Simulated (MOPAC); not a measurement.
MOPAC input (MNDO):

```
MNDO 1SCF CHARGE=1 GEO-OK AUX(PRECISION=9) THREADS=1
H4P

P     0.00000000 1    0.00000000 1    0.00000000 1
H     0.01153407 1    1.31627200 1   -0.47059855 1
H     1.13540986 1   -0.67067869 1   -0.46389931 1
H    -1.14728752 1   -0.65050087 1   -0.46340908 1
H     0.00034359 1    0.00490756 1    1.39790694 1
```

From the last part of the output:

```
                                                       MOPAC v23.2.5 Linux

          FINAL HEAT OF FORMATION =        211.81191 KCAL/MOL =     886.22101 KJ/MOL

          COSMO AREA              =         63.78 SQUARE ANGSTROMS
          COSMO VOLUME            =         45.73 CUBIC ANGSTROMS

          IONIZATION POTENTIAL    =         21.582809 EV
          HOMO LUMO ENERGIES (EV) =        -21.583 -6.995
          NO. OF FILLED LEVELS    =          4
          MOLECULAR WEIGHT        =         35.0054         POINT GROUP:  Td

          MOLECULAR DIMENSIONS (Angstroms)

            Atom       Atom       Distance
            H     5    H     3     2.28279
            H     4    H     2     2.28279
            H     2    H     5     1.61417

          SCF CALCULATIONS        =          1

   ATOM   CHEMICAL          X               Y               Z
  NUMBER   SYMBOL      (ANGSTROMS)     (ANGSTROMS)     (ANGSTROMS)

     1       P          0.00000000  *   0.00000000  *   0.00000000  *
     2       H          0.01153407  *   1.31627200  *  -0.47059855  *
     3       H          1.13540986  *  -0.67067869  *  -0.46389931  *
     4       H         -1.14728752  *  -0.65050087  *  -0.46340908  *
     5       H          0.00034359  *   0.00490756  *   1.39790694  *

                             CARTESIAN COORDINATES

   1    P        0.000000000     0.000000000     0.000000000
   2    H        0.011534070     1.316272000    -0.470598550
   3    H        1.135409860    -0.670678690    -0.463899310
   4    H       -1.147287520    -0.650500870    -0.463409080
   5    H        0.000343590     0.004907560     1.397906940

           Empirical Formula: H4 P  =     5 atoms

      MOLECULAR POINT GROUP   :   Td

                  EIGENVALUES
 -29.28211 -21.58281 -21.58281 -21.58281  -6.99513  -4.88770  -4.88770  -4.88770

              NET ATOMIC CHARGES AND DIPOLE CONTRIBUTIONS

  ATOM NO.   TYPE          CHARGE      No. of ELECS.   s-Pop       p-Pop
    1          P           0.133469        4.8665     1.48377     3.38276
    2          H           0.216633        0.7834     0.78337
    3          H           0.216633        0.7834     0.78337
    4          H           0.216633        0.7834     0.78337
    5          H           0.216633        0.7834     0.78337
 DIPOLE           X         Y         Z       TOTAL
 POINT-CHG.     0.000    -0.000     0.000     0.000
 HYBRID        -0.000     0.000    -0.000     0.000
 SUM            0.000    -0.000     0.000     0.000

          ATOMIC ORBITAL ELECTRON POPULATIONS

     Atom    s        px        py        pz
    1  P   1.48377   1.12759   1.12759   1.12759
    2  H   0.78337
    3  H   0.78337
    4  H   0.78337
    5  H   0.78337

 **********************
 *                    *
 * JOB ENDED NORMALLY *
 *                    *
 **********************

 == MOPAC DONE ==
```

The dipole moment of an ion depends on the origin.
